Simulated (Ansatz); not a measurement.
## Ansatz (development build ahead of 0.2.0) run

```yaml
crystal:
  periodic: [false, false, false]
  atoms:
    - { symbol: C, position_ang: [0.00307, -0.00871, -1.17861] }
    - { symbol: C, position_ang: [0.00159, -0.00685, 0.27117] }
    - { symbol: "N", position_ang: [0.00206, -0.0079, 1.42937] }
    - { symbol: H, position_ang: [-0.00368, -1.03339, -1.56474] }
    - { symbol: H, position_ang: [-0.88917, 0.51324, -1.56446] }
    - { symbol: H, position_ang: [0.8992, 0.52366, -1.55474] }
basis:
  gaussian: { orbitals: cc-pVDZ }
hamiltonian:
  xc: hf
```

The input is written out in the form of the current development build from the run's settings.

Results

```
Converged                       : yes
Total energy                    : -131.93685 hartree
Spin squared of the determinant : 0.000
```
